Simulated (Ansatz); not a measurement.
A calculation on hcp Be returned lattice constant a 2.214 Å, lattice parameter c 3.499 Å.

For reference: lattice constant a 2.286 Å (measured, 293 K, not corrected to a static lattice, our sources range from 2.286 to 2.290; as tabulated in Wikipedia's data pages); lattice parameter c 3.584 Å (measured, 293 K, not corrected to a static lattice; as tabulated in Wikipedia's data pages).

Which level of theory produced these numbers?
A. PBE-D3(BJ) (Ansatz, an electronic-structure program)
B. HSE06 (Ansatz)
C. PBEsol (Ansatz)
D. PBE0 (Ansatz)

A, PBE-D3(BJ) (Ansatz)

The others give: HSE06 2.257 Å, 3.567 Å; PBEsol 2.257 Å, 3.553 Å; PBE0 2.256 Å, 3.568 Å.

Unless a cell is named, each level is at its own relaxed cell (HSE06 7.87, PBE-D3(BJ) 7.43, PBE0 7.86, PBEsol 7.84 Å³/atom).

Ansatz's density-functional and Hartree–Fock values are scalar-relativistic unless marked +SOC, with PAW data made under PBE.
